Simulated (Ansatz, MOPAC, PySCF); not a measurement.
Molecule: methoxyethane, C$_{3}$H$_{8}$O, charge 0, multiplicity 1. SMILES: CCOC
Geometry from a B3LYP-D3(BJ)/def2-TZVP (Ansatz, an electronic-structure program) optimisation:
```
C
H 1 1.0999
H 1 1.0999 2 107.18
O 1 1.4156 2 109.77 3 119.17
C 4 1.4088 1 112.87 2 -58.78
H 5 1.0890 4 107.48 1 180.00
H 5 1.0982 6 109.00 4 120.97
H 5 1.0982 6 109.00 7 118.06
C 1 1.5130 2 110.66 3 -120.74
H 9 1.0908 1 110.53 2 179.36
H 9 1.0908 10 108.33 1 -121.24
H 9 1.0915 10 108.52 11 -117.64
```
Charge 0, spin multiplicity 1.

Wanted: vertical ionisation energy to the doublet, in eV. Terms: dispersion terms only where a functional's name holds one; UHF or UKS for open shells; 6-311+G** with 5d; six Cartesian d functions in 6-31G* and its kin unless marked 5d; each state is the SCF solution reached for its charge and spin; non-relativistic; no spin-orbit coupling; valence correlation only; PM7 with its own dispersion and hydrogen-bond terms. First-principles rows: single points at B3LYP-D3(BJ) geometries (Ansatz). Semi-empirical rows: differences of heats of formation at the shared geometry for vertical values.

```tsv
level	program	vertical ionisation energy to the doublet (eV)
PM3	MOPAC	10.07
PM7	MOPAC	9.32
MNDO	MOPAC	10.34
HF/6-31G*	Ansatz	8.67
PBE/6-31G*	Ansatz	9.26
B3LYP/STO-3G	Ansatz	7.42
B3LYP/6-31G*	Ansatz	9.56
M06-2X/6-31G* (5d)	PySCF	9.82
MP2/6-311+G**	Ansatz	10.17
PBE0/def2-TZVPD	Ansatz	9.68
wB97M-V/def2-TZVPD	Ansatz	9.83
```

No value to compare with is used here. The 9 habitual levels span 7.42 (B3LYP/STO-3G) to 10.34 eV (MNDO); wB97M-V/def2-TZVPD gives 9.83.

The levels are drawn from those run, B3LYP/6-31G* more often than the rest, none by its result; runs whose electronic state is in doubt are left out.
